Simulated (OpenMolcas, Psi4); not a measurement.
From OpenMolcas to Psi4

OpenMolcas 26.06 runs this on triplet SiNH5:

calc.inp:
```
* H5NSi Kohn-Sham DFT

&GATEWAY
  BASLIB=$CurrDir
  COORD
  7
  angstrom
  Si      -0.413010      -0.292700      -0.422350
  N        0.611760       0.348670       0.801280
  H       -0.018320      -1.706330      -0.653330
  H       -1.813170      -0.217090       0.068940
  H       -0.367930       0.402730      -1.743970
  H        0.391580       1.238230       1.219480
  H        1.609100       0.226510       0.729930
  BASIS=def2-TZVP
  GROUP=NoSym

&SEWARD
  GRIDINPUT
  Grid=UltraFine
  End of Grid

&SCF
  UHF
  SPIN=3
  KSDFT=M06L
  THRESHOLDS=1e-10 1e-07 1e-07 1e-05
  PRORBITALS=1 2
```

```bash
$ export MOLCAS_MEM=1860
$ pymolcas calc.inp > calc.log
```

(Basis files named in the input come from the Basis Set Exchange and aren't shown.)

Geometry: relaxed at PBE0-D4/def2-TZVP. That shape belongs to the parent species and isn't relaxed for this state.

It gives a total energy of -347.067461 Eh.

Question: How is this level of theory, on these atoms, set up in Psi4 1.11 as an ASE script, asking for the gradient?

Answer: For example:

h5nsi.xyz:
```
7
H5NSi
Si    -0.413010    -0.292700    -0.422350
N      0.611760     0.348670     0.801280
H     -0.018320    -1.706330    -0.653330
H     -1.813170    -0.217090     0.068940
H     -0.367930     0.402730    -1.743970
H      0.391580     1.238230     1.219480
H      1.609100     0.226510     0.729930
```

h5nsi_ase.py:
```python
import numpy as np
from ase.calculators.psi4 import Psi4
from ase.io import read

mol = read('h5nsi.xyz')
calc = Psi4(atoms=mol, method='m06-l', basis='def2-TZVP', memory='2200MB', num_threads=1, charge=0, multiplicity=3, label='h5nsi', reference='uks')
calc.psi4.set_options({'puream': True, 'e_convergence': 1e-09, 'd_convergence': 1e-08, 'scf_type': 'pk', 'dft_radial_points': 99, 'dft_spherical_points': 590, 'maxiter': 100})
mol.calc = calc

forces = mol.get_forces()
print(f'energy: {mol.get_potential_energy():.6f} eV')
print('forces / eV A^-1')
print(np.round(forces, 5))
```

```bash
$ python h5nsi_ase.py
```

Its energy is -347.067477 Eh, 0.016 mEh from the first.
